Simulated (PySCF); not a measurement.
Coordinates in bohr (charge 0 multiplicity 2):
```
S     0.0000    0.0000   -0.0747
H     0.0000    0.0000    2.4730
H     2.7835    0.0000   -0.0232
H     0.0000    2.7835   -0.0232
H    -2.7835    0.0000   -0.0232
H     0.0000   -2.7835   -0.0232
```

Computed with UPBE0 in PySCF with S def2-TZVP, H def2-TZVP; no relativity; density-fitted integrals.

This geometry of SH₅ is a stationary point at this level.

Task: What is the point group?

Result: C4v.

Task: Is it a minimum?

Result: Yes: all harmonic wavenumbers are real.

Task: List the harmonic modes with their infrared intensities.

Result: 
```csv
symmetry,ω (cm⁻¹),"IR (km/mol, summed over degenerate members)"
b1,1056,0.0
a1,1101,15.5
e,1139,276
b2,1206,0.0
e,1244,20.8
e,1635,2836
a1,1827,8.6
b1,1856,0.0
a1,2563,0.0
```

Task: Give the ideal-gas entropy at 298.15 K and 1 bar by parts.

Result: translation 153.9, rotation 61.1, vibration 1.6, spin 5.8; total 222.3 J/(mol K).

Task: What is the atomisation energy, with and without zero-point energy?

Result: 960 kJ/mol without, 855 kJ/mol with.

In C4v the vibrations span 2b1 + 3a1 + 3e + b2. The b1, b2 modes carry no infrared intensity, as symmetry demands.

Only a few start shapes were tried, so a lower isomer may exist.
